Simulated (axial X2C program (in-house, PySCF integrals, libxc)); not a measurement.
Outer orbitals of SiC⁻ at 1.676 Å, M06

All values were computed with an in-house relativistic program for diatomic molecules. Spin-free means the one-electron spin-free X2C Hamiltonian; two-component (2c) means X2C with spin–orbit coupling and atomic mean-field two-electron Coulomb and Gaunt terms, so the difference of the two also holds small scalar two-electron terms. Basis: Si dyall-av3z [9s8p3d2f], C dyall-av3z [8s7p3d2f] (cores contracted in-house); Gaussian nuclei, density fitting, unrestricted open shells. Masses: Si 27.977 u, C 12.000 u.

The distance is close to the 2c PBE0 minimum; the highest filled and lowest empty levels are listed.

Spin-free orbitals, state M_S = 1/2, Λ = 0 (beyond evenly filled blocks: σα) (Löwdin shares):

| symmetry | occupied | ε (eV) | atomic character |
| --- | --- | --- | --- |
| σα | yes | -11.13 | 53% C s, 21% Si s, 12% Si p |
| σβ | yes | -10.06 | 45% C s, 28% Si s, 10% Si p |
| σα | yes | -4.41 | 36% C p, 31% Si s, 13% Si p |
| σβ | yes | -3.40 | 32% Si s, 30% Si p, 15% C p |
| σα | yes | -1.14 | 42% C p, 30% Si p, 15% Si s |
| π-α | yes | -0.86 | 62% C p, 29% Si p, 4% Si d |
| π+α | yes | -0.86 | 62% C p, 29% Si p, 4% Si d |
| π-β | yes | -0.17 | 48% C p, 44% Si p, 4% C d |
| π+β | yes | -0.17 | 48% C p, 44% Si p, 4% C d |
| σβ | no | 2.19 | 53% Si s, 31% C p, 12% Si p |
| σα | no | 2.21 | 53% Si p, 28% C p, 16% Si s |
| σβ | no | 2.30 | 80% Si p, 7% C p, 6% C s |
| σα | no | 2.34 | 41% Si p, 40% Si s, 18% C p |

Spinors with spin–orbit coupling (state Ω = 1/2):

```tsv
ω	occupied	ε (eV)	atomic character	λ mixture
1/2	yes	-11.13	53% C s, 21% Si s, 12% Si p	100% σ
-1/2	yes	-10.06	45% C s, 28% Si s, 10% Si p	100% σ
1/2	yes	-4.41	36% C p, 31% Si s, 13% Si p	100% σ
-1/2	yes	-3.40	32% Si s, 30% Si p, 15% C p	100% σ
1/2	yes	-1.13	42% C p, 30% Si p, 15% Si s	100% σ
-1/2	yes	-0.86	62% C p, 29% Si p, 4% Si d	100% π
3/2	yes	-0.85	63% C p, 29% Si p, 4% Si d	100% π
1/2	yes	-0.17	48% C p, 44% Si p, 4% C d	100% π
-3/2	yes	-0.16	48% C p, 44% Si p, 4% C d	100% π
-1/2	no	2.22	50% Si s, 33% C p, 11% Si p	100% σ
1/2	no	2.23	70% Si p, 20% C p, 7% Si s	100% σ
-1/2	no	2.30	84% Si p, 6% C p, 5% C s	100% σ
1/2	no	2.35	95% Si p, 3% Si d, 2% C p	100% π
-3/2	no	2.35	95% Si p, 3% Si d, 2% C p	100% π
```

Mulliken charges and populations of the two-component result (they depend on the basis, above all on diffuse functions):

Si -0.18 e (s 6.34 p 7.90 d -0.04 f -0.02), C -0.82 e (s 3.25 p 3.40 d 0.15 f 0.02). ⟨Lz⟩ = 0.00 ħ and ⟨Sz⟩ = 0.50 ħ (-0.06 and 0.56 on the two atoms), which add up to Ω.

The state is a single determinant with fixed occupations, the lowest that a limited PBE0 search found. Density functionals use the spin component along the axis (collinear). PBE0 can misorder states that lie within some tenths of an eV, so this need not be the ground state of the molecule. The nearest other spin-free determinant of the search, M_S = 1/2, Λ = 1, lies 0.44 eV up at the distance of the search. The highest occupied level of some functionals is positive through self-interaction error; at Hartree–Fock it is bound. The determinant is spin-polarised beyond a pure state at some levels (its spin-free form has ⟨S²⟩ too high), which makes Re and μ there less reliable.
